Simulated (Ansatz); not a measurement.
Correlation energies of C3H7F (`CC(C)F`) by basis set

Cartesian coordinates in Å:
```
C 0.870 -0.644 -0.698
C -0.135 -0.395 0.399
C -0.808 0.951 0.315
F 0.527 -0.477 1.625
H 1.358 -1.610 -0.559
H 0.375 -0.643 -1.672
H 1.634 0.136 -0.697
H -0.887 -1.193 0.409
H -0.063 1.750 0.328
H -1.487 1.094 1.158
H -1.384 1.030 -0.609
```

Charge 0, multiplicity 1. All single points use the PBE0-D4/def2-TZVP geometry. Frozen core, restricted reference, the Gaussian-basis code of Ansatz. CBS rows extrapolate triple and quadruple zeta; past MP2 they add the triple-zeta difference.

| basis | HF (Eh) | MP2 corr. | CCSD corr. | (T) | CCSD(T) total |
| --- | --- | --- | --- | --- | --- |
| def2-SVP | -216.95752 | -0.61691 | -0.66386 | -0.01596 | -217.63734 |
| def2-TZVPP | -217.21311 | -0.77849 | -0.81608 | -0.02797 | -218.05716 |
| def2-QZVPP | -217.22320 | -0.83637 | – | – | – |
| CBS(def2) | -217.22459 | -0.87925 | -0.91685 | as TZ | -218.16941 |
